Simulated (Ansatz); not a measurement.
# CAl: the cost of one run

The runs use Ansatz 0.2.0, Gaussian basis; the settings change from run to run.

11 further runs of the same task are left out: 4 that didn't finish, 7 set aside as unsound or not needed.

## Step 1: The system

The geometry is a PBE0/def2-TZVP stationary point (not a proven minimum).

2 atoms, charge 0, spin multiplicity 2.

Atoms are counted from 1 here; the program's logs count them from 0.

Bond lengths: Al1–C2 1.956 Å.

## Step 2: CCSDT(Q)/B on ROHF/def2-SVPD

Contents of in.yaml:

```yaml
crystal:
  periodic: [false, false, false]
  atoms:
    - {symbol: Al, position_ang: [0.000000, 0.000000, 0.000000]}
    - {symbol: C, position_ang: [0.000000, 0.000000, 1.955903]}
basis:
  gaussian: {orbitals: def2-SVPD}
magnetization: {spin_polarized: false, initial_magnetization: 1}
correlation: {method: ccsdt_q_b, electrons: outside_noble_gas}
accuracy: high
```

On the command line:

```
$ ansatz run in.yaml --threads 1 --pin off --events-out ev --progress --plain --max-ram 2393MiB
```

**Question.** How long does this run take on 1 thread of Arm Neoverse N1, shared host, and how much memory does it need?

About 53 s, with a peak of 0.28 GiB.
